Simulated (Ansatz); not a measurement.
# CF3: rigid scan of one bond length

How does the energy of CF3 change as one bond is stretched? Wanted for CF3: a rigid scan of one bond length.

Computed with Ansatz 0.2.0, driven from Python. Level of theory: MP2/cc-pVDZ.

### Step 1. Starting point

Bond lengths: F1–C2 1.320 Å, C2–F3 1.320 Å, C2–F4 1.321 Å. Angles: F1–C2–F3 112.2°, F1–C2–F4 112.1°, F3–C2–F4 112.1°.

No structure file is read: the coordinates are typed or built in the script.

### Step 2. The script

scan_cf3.py reads:

```python
import ansatz as az
import numpy as np


def main() -> None:
    geometry = (
        az.Crystal.molecule()
        .atom("F", (-1.24053, 0.02422, 0.26301))
        .atom("C", (-0.03811, -0.05747, -0.27469))
        .atom("F", (0.66499, -1.0564, 0.22458))
        .atom("F", (0.61365, 1.08964, -0.2129))
    )

    symbols = [site.symbol for site in geometry.cartesian_sites]
    start = np.array([site.position_ang for site in geometry.cartesian_sites])
    axis = (start[3] - start[1]) / np.linalg.norm(start[3] - start[1])
    moving = [3]
    lengths, energies = [1.162, 1.215, 1.268, 1.321, 1.374, 1.426, 1.479, 1.559], []
    for length in lengths:
        xyz = start.copy()
        xyz[moving] += (length - np.linalg.norm(start[3] - start[1])) * axis
        point = az.Crystal.molecule()
        for symbol, place in zip(symbols, xyz):
            point = point.atom(symbol, place.tolist())
        calc = (
            point.calculation()
            .basis(gaussian="cc-pVDZ")
            .correlation("MP2")
            .spin("collinear", total=1)
        )
        r = calc.run(threads=1, backend="cpu").report
        energies.append(r["free_energy_ev"])
        print(f"r = {length:6.3f} A  E = {energies[-1]:.5f} eV  <S^2> = {abs(r['mean_field']['state']['spin_squared']):.3f}")

    fit = np.polynomial.Polynomial.fit(lengths, np.array(energies) - min(energies), 4).convert()
    roots = [r.real for r in fit.deriv().roots() if abs(r.imag) < 1e-9 and fit.deriv(2)(r.real) > 0]
    r_e = min(roots, key=lambda r: abs(r - lengths[int(np.argmin(energies))]))
    print(f"minimum of the fit at {r_e:.4f} A, force constant {fit.deriv(2)(r_e):.2f} eV/A^2")


if __name__ == "__main__":
    main()
```

### Step 3. The calls as engine input

The package turns the script's settings into the engine's input (first run):

```yaml
crystal:
  periodic: [false, false, false]
  atoms:
    - { symbol: F, position_ang: [-1.24053, 0.02422, 0.26301] }
    - { symbol: C, position_ang: [-0.03811, -0.05747, -0.27469] }
    - { symbol: F, position_ang: [0.66499, -1.0564, 0.22458] }
    - { symbol: F, position_ang: [0.5352957217684311, 0.9517349795903168, -0.22032836450829854] }
basis:
  gaussian:
    orbitals: cc-pVDZ
magnetization:
  spin_polarized: true
  initial_magnetization: 1.0
correlation:
  method: mp2
```

### Step 4. Launch

Started as:

```sh
$ python scan_cf3.py
```

Q: Predict the main results. Wanted: range of energy; lowest point, distance.

**Answer**, as computed:

```
                        quantity     value
bond length at the fit's minimum  1.3242 Å
                   runs compared         8
                 range of energy  0.819 eV
      lowest point, distance (Å)      1.32
```

**Reading.** The curve has its lowest point inside the range, at 1.32. The ends stand 0.819 and 0.729 eV above it. The distance scanned is the script's pair 1, 3. Reading the output:
- The rest of the molecule is held rigid at a force-field or estimated start geometry, and the basis set is modest; single-reference methods fail as a bond breaks.
- The species is open-shell (spin multiplicity 2).
